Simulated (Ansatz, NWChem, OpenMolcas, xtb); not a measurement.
# Worked example: SiH3(CH3) + CH3Cl → SiH4 + C2H5Cl

Species: SiH3(CH3) (methylsilane), singlet; CH3Cl (chloromethane) `CCl`, singlet; SiH4 (silane) `[SiH4]`, singlet; C2H5Cl `CCCl`, singlet. The partners trade CH3 for H: Si–CH3 and C–H bonds give way to Si–H and C–CH3.

Shapes, held fixed at every level: PBE0-D4/def2-TZVP. Programs: Ansatz 0.2.0, NWChem 7.3.0, OpenMolcas 26.06, xtb 6.7.1. A level may come from different programs for different species; with the same settings they agree closely. The zero-point and thermal change to 298 K, harmonic and unscaled (PBE0-D4/def2-TZVP), is -2.8 kJ/mol.

At CCSD(T)/CBS estimate; 1 Eh = 2625.50 kJ/mol:

| species | energy (Eh) |
| --- | --- |
| SiH3(CH3) | -330.739164 |
| CH3Cl | -499.632200 |
| SiH4 | -291.463062 |
| C2H5Cl | -538.896553 |

Task: Work out ΔH(298 K) of the reaction at this level.

Result: 
1. Products less reactants: (-291.463062) + (-538.896553) − [(-330.739164) + (-499.632200)] = 0.011749 Eh = +30.8 kJ/mol.
2. With the thermal change: +30.8 + (-2.8) = +28.0 kJ/mol.

Other levels give +12.8 (CCSD(T)/def2-SVP) to +30.1 kJ/mol (r2SCAN0-D4/def2-TZVPP). No measured value is set beside it here. The CBS estimate extrapolates MP2 from def2-TZVPP and def2-QZVPP and adds CCSD(T) − MP2 in the triple-zeta set, cores frozen.
